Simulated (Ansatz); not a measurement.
Ansatz (a first-principles code) input:
A basis named .json is the Basis Set Exchange file of that set.

Ansatz 0.2 input:
```yaml
crystal:
  periodic: [false, false, false]
  atoms:
    - {symbol: C, position_ang: [0.03744685, 0.00324337, 0.50825858]}
    - {symbol: F, position_ang: [-0.03836255, 1.09650981, -0.24435931]}
    - {symbol: F, position_ang: [-0.08494317, -1.09763667, -0.22692580]}
    - {symbol: H, position_ang: [0.88507040, -0.00931849, 1.19201449]}
basis:
  gaussian:
    orbitals: aug-cc-pVQZ
    fitting: {mean_field: def2-universal-jkfit, correlation: aug-cc-pVQZ-RIFIT.json}
magnetization: {spin_polarized: true, initial_magnetization: 1}
correlation: {method: mp2, electrons: outside_noble_gas}
```

What final total energy does it print?

-238.08315 Eh (RI-MP2/aug-cc-pVQZ). The basis has 286 functions.

It need not be the lowest isomer of its formula.
